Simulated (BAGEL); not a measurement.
**C3H4ClF (SMILES F/C=C/CCl): HF/cc-pVDZ (density fitting with qzvpp-jkfit)**

Aim: the energy change on altering one bond length of C3H4ClF at HF/cc-pVDZ (density fitting with qzvpp-jkfit), from 2 runs. 

The calculation is run with BAGEL 1.2.2.

1 further run of the same task is left out (it didn't finish).

## Step 1: The molecule

C3H4ClF: 9 atoms, total charge 0, spin state singlet. SMILES: `F/C=C/CCl`. The coordinates come from a GFN2-xTB relaxation. This is one conformer, not always the lowest.

Bond lengths: F1–C2 1.338 Å, C2–C3 1.321 Å, C3–C4 1.483 Å, C4–Cl5 1.802 Å, C2–H6 1.081 Å, C3–H7 1.080 Å, C4–H8 1.089 Å, C4–H9 1.089 Å. Some angles: F1–C2–C3 121.8°, C2–C3–C4 122.9°, C3–C4–Cl5 109.3°, F1–C2–H6 112.1°, C3–C2–H6 126.1°, C2–C3–H7 119.8°, C4–C3–H7 117.2°, C3–C4–H8 111.7°, C3–C4–H9 112.1°, Cl5–C4–H8 106.0°.

## Step 2: A single-point energy at HF/cc-pVDZ (density fitting with qzvpp-jkfit)

job.json

```json
{ "bagel": [

{
  "title": "molecule",
  "basis": "cc-pvdz.json",
  "df_basis": "qzvpp-jkfit",
  "angstrom": true,
  "geometry": [
    { "atom": "F", "xyz": [       1.968590,       1.190880,      -1.165760 ] },
    { "atom": "C", "xyz": [       0.770680,       0.644010,      -0.930220 ] },
    { "atom": "C", "xyz": [       0.515470,      -0.018010,       0.184160 ] },
    { "atom": "C", "xyz": [      -0.807360,      -0.620880,       0.477240 ] },
    { "atom": "Cl", "xyz": [      -1.636440,       0.349640,       1.748780 ] },
    { "atom": "H", "xyz": [       0.084230,       0.800650,      -1.750100 ] },
    { "atom": "H", "xyz": [       1.276460,      -0.100360,       0.946590 ] },
    { "atom": "H", "xyz": [      -0.710600,      -1.626890,       0.883190 ] },
    { "atom": "H", "xyz": [      -1.461030,      -0.619050,      -0.393880 ] }
  ]
},

{
  "title": "hf"
},

{
  "title": "print",
  "file": "orbitals.molden",
  "orbitals": true
}

]}
```

The basis set cc-pVDZ is read from a file made from the Basis Set Exchange's data (not shown).

Started as:

```bash
$ BAGEL_NUM_THREADS=1 BAGEL job.json > job.out
```

The log of the run:

```text
* using 1 threads per process

  ===============================================================
  ===============================================================

  *** Geometry ***

  { "atom" : "F", "xyz" : [      3.720096,      2.250437,     -2.202967 ] },
  { "atom" : "C", "xyz" : [      1.456374,      1.217003,     -1.757861 ] },
  { "atom" : "C", "xyz" : [      0.974097,     -0.034034,      0.348012 ] },
  { "atom" : "C", "xyz" : [     -1.525689,     -1.173293,      0.901853 ] },
  { "atom" : "Cl", "xyz" : [     -3.092423,      0.660724,      3.304715 ] },
  { "atom" : "H", "xyz" : [      0.159172,      1.513009,     -3.307210 ] },
  { "atom" : "H", "xyz" : [      2.412160,     -0.189653,      1.788796 ] },
  { "atom" : "H", "xyz" : [     -1.342839,     -3.074377,      1.668987 ] },
  { "atom" : "H", "xyz" : [     -2.760947,     -1.169835,     -0.744325 ] },

  Number of auxiliary basis functions:      502

  Since a DF basis is specified, we compute 2- and 3-index integrals:
    o Being stored without compression. Storage requirement is 0.035 GB

  Number of basis functions:       94
  Number of electrons      :       48

    * METHOD: MOLECULE                             0.73

  *** RHF ***

  === Nuclear Repulsion ===
   201.6042444370

      * DIIS with orbital gradients will be used.

  === RHF iteration (cc-pvdz.json) ===
      0       -674.72076567          0.01098171           0.19
      1       -674.82988908          0.00560888           0.15
      2       -674.85358335          0.00147909           0.17
      3       -674.85582365          0.00031991           0.16
      4       -674.85591551          0.00009224           0.16
      5       -674.85592642          0.00002961           0.16
      6       -674.85592815          0.00001653           0.16
      7       -674.85592846          0.00000477           0.13
      8       -674.85592850          0.00000201           0.14
      9       -674.85592850          0.00000082           0.17
     10       -674.85592850          0.00000026           0.15
     11       -674.85592850          0.00000010           0.17
     12       -674.85592850          0.00000005           0.16
     13       -674.85592850          0.00000002           0.16
     14       -674.85592850          0.00000001           0.16
    * SCF iteration converged.

    * Permanent dipole moment:
           (    0.134067,     0.644877,     0.549284) a.u.

    * METHOD: HF                                   2.80

    * METHOD: PRINT                                0.02

  ===============================================================
```

Run time: 4.2 s. Hardware: 1 thread of Intel Xeon at 2.50GHz (Skylake/Cascade Lake), shared host; peak memory 0.13 GiB.

## Step 3: The distorted shape at the same level

input.json

```json
{ "bagel": [

{
  "title": "molecule",
  "basis": "cc-pvdz.json",
  "df_basis": "qzvpp-jkfit",
  "angstrom": true,
  "geometry": [
    { "atom": "F", "xyz": [       2.963475,       0.026269,      -2.691591 ] },
    { "atom": "C", "xyz": [       1.765565,      -0.520601,      -2.456051 ] },
    { "atom": "C", "xyz": [       1.510355,      -1.182621,      -1.341671 ] },
    { "atom": "C", "xyz": [       0.187525,      -1.785491,      -1.048591 ] },
    { "atom": "Cl", "xyz": [      -1.636440,       0.349640,       1.748780 ] },
    { "atom": "H", "xyz": [       1.079115,      -0.363961,      -3.275931 ] },
    { "atom": "H", "xyz": [       2.271345,      -1.264971,      -0.579241 ] },
    { "atom": "H", "xyz": [       0.284285,      -2.791501,      -0.642641 ] },
    { "atom": "H", "xyz": [      -0.466145,      -1.783661,      -1.919711 ] }
  ]
},

{
  "title": "hf",
  "charge": 0
},

{
  "title": "print",
  "file": "orbitals.molden",
  "orbitals": true
}

]}
```

The basis set cc-pVDZ is read from a file made from the Basis Set Exchange's data (not shown).

Started as:

```bash
$ BAGEL_NUM_THREADS=1 BAGEL input.json > input.out
```

The log of the run:

```text
* using 1 threads per process

  ===============================================================
  ===============================================================

  *** Geometry ***

  { "atom" : "F", "xyz" : [      5.600156,      0.049641,     -5.086370 ] },
  { "atom" : "C", "xyz" : [      3.336434,     -0.983793,     -4.641264 ] },
  { "atom" : "C", "xyz" : [      2.854157,     -2.234830,     -2.535391 ] },
  { "atom" : "C", "xyz" : [      0.354371,     -3.374089,     -1.981550 ] },
  { "atom" : "Cl", "xyz" : [     -3.092423,      0.660724,      3.304715 ] },
  { "atom" : "H", "xyz" : [      2.039232,     -0.687787,     -6.190612 ] },
  { "atom" : "H", "xyz" : [      4.292220,     -2.390449,     -1.094607 ] },
  { "atom" : "H", "xyz" : [      0.537221,     -5.275172,     -1.214415 ] },
  { "atom" : "H", "xyz" : [     -0.880886,     -3.370631,     -3.627728 ] },

  Number of auxiliary basis functions:      502

  Since a DF basis is specified, we compute 2- and 3-index integrals:
    o Being stored without compression. Storage requirement is 0.035 GB

  Number of basis functions:       94
  Number of electrons      :       48

    * METHOD: MOLECULE                             0.69

  *** RHF ***

  === Nuclear Repulsion ===
   161.7419691673

      * DIIS with orbital gradients will be used.

  === RHF iteration (cc-pvdz.json) ===
      0       -674.46572989          0.01194567           0.21
      1       -674.27433847          0.01694138           0.20
      2       -674.64801905          0.00461761           0.17
      3       -674.67230032          0.00152477           0.15
      4       -674.67521668          0.00055264           0.15
      5       -674.67576242          0.00025743           0.15
      6       -674.67589806          0.00013931           0.15
      7       -674.67593366          0.00003785           0.15
      8       -674.67593755          0.00001531           0.15
      9       -674.67593859          0.00000818           0.14
     10       -674.67593899          0.00000625           0.16
     11       -674.67593938          0.00000440           0.17
     12       -674.67593965          0.00000267           0.17
     13       -674.67593975          0.00000142           0.16
     14       -674.67593978          0.00000067           0.17
     15       -674.67593978          0.00000035           0.18
     16       -674.67593978          0.00000015           0.20
     17       -674.67593978          0.00000009           0.19
     18       -674.67593978          0.00000004           0.13
     19       -674.67593978          0.00000002           0.13
     20       -674.67593978          0.00000002           0.19
     21       -674.67593978          0.00000001           0.16
     22       -674.67593978          0.00000001           0.16
    * SCF iteration converged.

    * Permanent dipole moment:
           (   -2.791385,     2.526787,     4.426243) a.u.

    * METHOD: HF                                   4.22

    * METHOD: PRINT                                0.02

  ===============================================================
```

Wall time 5.7 s (1 thread of Intel Xeon at 2.50GHz (Skylake/Cascade Lake), shared host); peak memory 0.13 GiB.

## Step 4: Outcome

At HF/cc-pVDZ (density fitting with qzvpp-jkfit):

| quantity | value |
| --- | --- |
| first shape: total energy | -674.85593 Eh |
| first shape: dipole moment | 2.18 D |
| first shape: HOMO energy | -10.39 eV |
| first shape: LUMO energy | 3.87 eV |
| first shape: HOMO–LUMO gap | 14.25 eV |
| distorted shape: total energy | -674.67594 Eh |
| distorted shape: dipole moment | 14.77 D |
| distorted shape: HOMO energy | -7.55 eV |
| distorted shape: LUMO energy | -2.91 eV |
| distorted shape: HOMO–LUMO gap | 4.64 eV |
| energy change with the C4–Cl5 bond stretched from 1.802 to 3.964 Å | 4.898 eV |

What this shows: One bond (distorted shape) is far stretched, which a spin-restricted single reference describes badly; a broken-symmetry solution may lie lower. With the C4–Cl5 bond stretched from 1.802 to 3.964 Å the energy rises by 4.90 eV (473 kJ/mol). The first shape isn't relaxed at this level, so the change isn't measured from a minimum. A restricted reference can't describe the breaking bond well at this length.
